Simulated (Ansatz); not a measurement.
A nudged elastic band was laid between two geometries of H3NSi2 (6 atoms, charge 0, multiplicity 1).

The calculation used RKS B3LYP-D4/def2-SVP (Ansatz).

- movable images: 1
- climbing image: yes
- spring: 5.0 eV/Å²
- optimiser: quadratic models (default)
- start path: through a guess of the saddle point
- force threshold: 0.03 eV/Å
- iteration limit: 60
- end points: relaxed

Initial state:

```xyz
6
Properties=species:S:1:pos:R:3
N -0.963 0.236 -0.691
Si 0.483 0.388 0.198
Si 2.201 0.117 1.415
H -1.886 0.367 -0.286
H -0.995 -0.024 -1.673
H 1.159 -1.084 1.037
```

Final state:

```xyz
6
Properties=species:S:1:pos:R:3
N -0.857 0.162 -0.515
Si 0.585 -0.156 0.366
Si 1.817 0.956 1.854
H -1.369 1.035 -0.465
H -1.226 -0.473 -1.214
H 1.050 -1.524 -0.026
```

Problem. Which bonds break or form, and what moves?

Solution. No bond is made or broken.

Problem. What energy profile does the band end with?

Solution. The run ended unconverged. The highest image is number 2 of 0 to 2, 0.289 eV above the first end and 0.000 eV above the last; the last end lies 0.289 eV above the first. The band didn't meet its force threshold, so its energies are provisional: the largest band force was still 0.07 eV/Å, and over the last iterations the top stayed at 0.29 eV. Neighbouring images lie up to 2.5 Å apart, so the band is torn or far too coarse. So few images can step over the top or miss a turn of the path.

| image | path coordinate (Å) | energy (eV) |
| --- | --- | --- |
| 0 | 0.00 | 0.000 |
| 1 | 2.51 | 0.114 |
| 2 | 4.86 | 0.289 |

Run time: 110 s on 1 CPU thread of a shared host.
